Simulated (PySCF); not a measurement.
Compound: C₂H₅O₃S (charge -1).
Atom-mapped SMILES: `[CH3:1][CH2:2][S:3](=[O:4])(=[O:5])[O-:6]` (hydrogens: H7, H8, H9 on C1; H10, H11 on C2)

Structure used (PBE0-D3(BJ)/def2-SVP), in Å, numbered top down from 1:
```xyz
11
C2H5O3S angstrom
C     -1.308   -0.331    0.349
C     -0.185    0.667    0.170
S      1.421   -0.163   -0.038
O      1.234   -0.988   -1.256
O      2.386    0.948   -0.191
O      1.584   -0.951    1.207
H     -1.101   -0.957    1.230
H     -1.346   -0.997   -0.527
H     -2.290    0.156    0.475
H     -0.070    1.332    1.041
H     -0.314    1.289   -0.729
```

Computed, not measured: PBE0-D3(BJ)/def2-SVP geometry optimisation, gas phase (PySCF).

Masses are those of the commonest isotopes; rigid-rotor values at the optimised geometry. 

(1) Give the principal moments of inertia and the rotational constants in MHz.

(2) What kind of rotor is it?

(3) Is it planar, by Δ = Ic − Ia − Ib?

(4) Give the other two planar moments, Paa and Pbb, and the rms extents of the mass along the axes.

(5) Predict some low-J microwave lines.

(6) Estimate the classical rotational partition function at 25 K, 50 K and 200 K.

## Answers

(1) Ia = 107.26, Ib = 202.20, Ic = 204.04 u·Å²; 505379 MHz·u·Å²/I gives A = 4712, B = 2499, C = 2477 MHz.

(2) A near-prolate asymmetric top. Ray's parameter κ = (2B − A − C)/(A − C) = -0.980; −1 is the prolate and +1 the oblate limit.

(3) Not planar: Δ = Ic − Ia − Ib = -105.43 u·Å². For a rigid frame Δ = −2 Σ m c², so Σ m c² = 52.71 u·Å² lies off the ab plane: 3.20 from hydrogen and 49.52 from heavier atoms. The atom farthest from that plane is 1.27 Å away.

(4) Paa = Σ m a² = (Ib + Ic − Ia)/2 = 149.49 and Pbb = Σ m b² = (Ia + Ic − Ib)/2 = 54.55 u·Å². With the mass M = 109.00 u, the rms extents √(P/M) along a, b and c are 1.17, 0.71, 0.70 Å.

(5) The dipole components (about the centre of mass, as the species is charged) are |μa| = 3.85 D, |μb| = 1.56 D, |μc| = 0.06 D. Intensities carry the squares of the components, which stand as 1.00 : 0.16 : 0.00 (a : b : c). Some lines, for components of 0.1 D or more:

```csv
type,branch,"J(Ka,Kc)",MHz,lower level (cm⁻¹)
b,Q,"1(1,0) ← 1(0,1)",2235,0.166
b,Q,"2(1,1) ← 2(0,2)",2257,0.498
a,R,"1(0,1) ← 0(0,0)",4976,0.000
b,Q,"2(2,0) ← 2(1,1)",6637,0.573
b,Q,"2(2,1) ← 2(1,2)",6704,0.571
b,R,"1(1,1) ← 0(0,0)",7188,0.000
b,R,"2(0,2) ← 1(1,1)",7740,0.240
a,R,"2(1,2) ← 1(1,1)",9930,0.240
a,R,"2(0,2) ← 1(0,1)",9952,0.166
a,R,"2(1,1) ← 1(1,0)",9975,0.241
b,R,"2(1,2) ← 1(0,1)",12142,0.166
b,R,"2(2,1) ← 1(1,0)",16612,0.241
b,R,"2(2,0) ← 1(1,1)",16634,0.240
```

(6) Point group Cs, symmetry number σ = 1; q = (√π/σ)·√((kT/h)³/(ABC)), k/h = 20836.6 MHz/K: 3900 at 25 K, 11000 at 50 K, 88300 at 200 K.

Whether it is a minimum is left open (no frequencies). The geometry's basis has no diffuse functions, a weakness for an anion. No vibrational averaging or centrifugal distortion is included, and the geometry carries the error of its method. A rigid rotor knows nothing of internal rotation, which can split or shift real lines.
